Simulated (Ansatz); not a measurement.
Species: COS, charge 0, multiplicity 1. 
Coordinates optimised at B3LYP-D3(BJ)/def2-TZVP (Ansatz, a quantum-chemistry and plane-wave program):
```
C
O 1 1.1555
S 1 1.5622 2 180.00
```
Charge 0, spin multiplicity 1.

Basis-set convergence of Hartree-Fock and MP2 correlation energies (hartree) with Ansatz. Correlated levels leave the core frozen unless marked. Spin-orbit coupling is left out. Non-relativistic.

```csv
basis,functions,E(HF),"E(corr, MP2)"
cc-pV(D+d)Z,51,-510.29551,-0.43694
cc-pV(T+d)Z,99,-510.34174,-0.54558
cc-pV(Q+d)Z,174,-510.35367,-0.58675
```

Extrapolating the two largest sets (X = 3 and 4) as X^-3: E(corr) = (64·(-0.58675) - 27·(-0.54558))/37 = -0.6168 Eh, an estimate of the basis-set limit. The largest set recovers 95.1 % of it, the smallest 70.8 %.
